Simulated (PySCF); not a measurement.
Compound: C₄H₅F.
Atom-mapped SMILES: `[CH:1]#[C:2][C@H:3]([CH3:4])[F:5]` (hydrogens: H6 on C1; H7 on C3; H8, H9, H10 on C4)

The same species was optimised twice, with GFN2-xTB and with PBE0-D3(BJ)/def2-SVP (PySCF), and the same property calculations (PySCF, gas phase) were run on both structures.

| coordinate | GFN2-xTB | PBE0-D3(BJ)/def2-SVP | change |
| --- | --- | --- | --- |
| C1–H6 (Å) | 1.049 | 1.075 | +0.026 |
| C1≡C2 (Å) | 1.196 | 1.210 | +0.014 |
| C4–H9 (Å) | 1.087 | 1.099 | +0.012 |
| C4–H10 (Å) | 1.087 | 1.099 | +0.012 |
| C4–H8 (Å) | 1.088 | 1.099 | +0.011 |
| C2–C3 (Å) | 1.454 | 1.464 | +0.010 |
| C3–C4 (Å) | 1.525 | 1.515 | -0.010 |
| C3–F5 (Å) | 1.389 | 1.380 | -0.009 |
| C3–H7 (Å) | 1.100 | 1.106 | +0.006 |
| C2–C3–H7 (°) | 109.8 | 108.3 | -1.5 |
| F5–C3–H7 (°) | 105.6 | 107.0 | +1.4 |
| C1–C2–C3 (°) | 177.9 | 179.2 | +1.3 |
| C2–C1–H6 (°) | 178.6 | 179.8 | +1.2 |
| C4–C3–H7 (°) | 111.2 | 110.0 | -1.2 |
| C2–C3–C4 (°) | 111.6 | 112.7 | +1.1 |
| C3–C4–H9 (°) | 109.7 | 110.7 | +1.0 |
| H9–C4–H10 (°) | 109.5 | 109.0 | -0.5 |

Rotational constants: A = 8783, B = 3934, C = 2943 MHz (GFN2-xTB) against A = 8925, B = 3848, C = 2901 MHz (PBE0-D3(BJ)/def2-SVP). Point groups within 0.08 Å: C1 and C1.

On the GFN2-xTB structure: lowest singlet, TDDFT (eV) 6.35 [wB97X-D/def2-SVPD]; isotropic polarisability (au) 47.6 [wB97X-D/def2-SVPD]; HOMO (eV) -10.09 [wB97X-D/def2-SVPD]; LUMO (eV) 2.04 [wB97X-D/def2-SVPD]; dipole (D) 1.93 [wB97X-D/def2-SVPD]; HOMO (eV) -8.17 [PBE0/pcSseg-1]; LUMO (eV) 0.43 [PBE0/pcSseg-1]; dipole (D) 1.90 [PBE0/pcSseg-1]; GIAO shielding of C1 (ppm) 103.0 [PBE0/pcSseg-1]; GIAO shielding of C2 (ppm) 100.1 [PBE0/pcSseg-1]; GIAO shielding of C3 (ppm) 105.4 [PBE0/pcSseg-1]; GIAO shielding of C4 (ppm) 161.2 [PBE0/pcSseg-1]; GIAO shielding of F5 (ppm) 373.0 [PBE0/pcSseg-1].

What do these properties become on the PBE0-D3(BJ)/def2-SVP structure?

| property | level | on GFN2-xTB | on PBE0-D3(BJ)/def2-SVP | change |
| --- | --- | --- | --- | --- |
| lowest singlet, TDDFT (eV) | wB97X-D/def2-SVPD | 6.35 | 6.24 | -0.11 |
| isotropic polarisability (au) | wB97X-D/def2-SVPD | 47.6 | 48.4 | +0.8 |
| HOMO (eV) | wB97X-D/def2-SVPD | -10.09 | -10.03 | +0.06 |
| LUMO (eV) | wB97X-D/def2-SVPD | 2.04 | 1.99 | -0.05 |
| dipole (D) | wB97X-D/def2-SVPD | 1.93 | 1.91 | -0.02 |
| energy, GFN2-xTB geometry as zero (kcal/mol) | wB97X-D/def2-SVPD | 0.0 | -0.7 | -0.7 |
| HOMO (eV) | PBE0/pcSseg-1 | -8.17 | -8.11 | +0.06 |
| LUMO (eV) | PBE0/pcSseg-1 | 0.43 | 0.39 | -0.04 |
| dipole (D) | PBE0/pcSseg-1 | 1.90 | 1.89 | -0.01 |
| energy, GFN2-xTB geometry as zero (kcal/mol) | PBE0/pcSseg-1 | 0.0 | -0.2 | -0.2 |
| GIAO shielding of C1 (ppm) | PBE0/pcSseg-1 | 103.0 | 102.1 | -0.9 |
| GIAO shielding of C2 (ppm) | PBE0/pcSseg-1 | 100.1 | 99.2 | -0.9 |
| GIAO shielding of C3 (ppm) | PBE0/pcSseg-1 | 105.4 | 105.6 | +0.2 |
| GIAO shielding of C4 (ppm) | PBE0/pcSseg-1 | 161.2 | 160.0 | -1.2 |
| GIAO shielding of F5 (ppm) | PBE0/pcSseg-1 | 373.0 | 375.6 | +2.6 |

The heavy atoms differ by 0.023 Å rms after alignment. Among all bonds C1–H6 changes most (+0.026 Å). Changes are differences of the printed values. Neither structure is proved a minimum here.

Note: wB97X-D ran without an empirical dispersion term, which enters the total energy and its gradient alone.
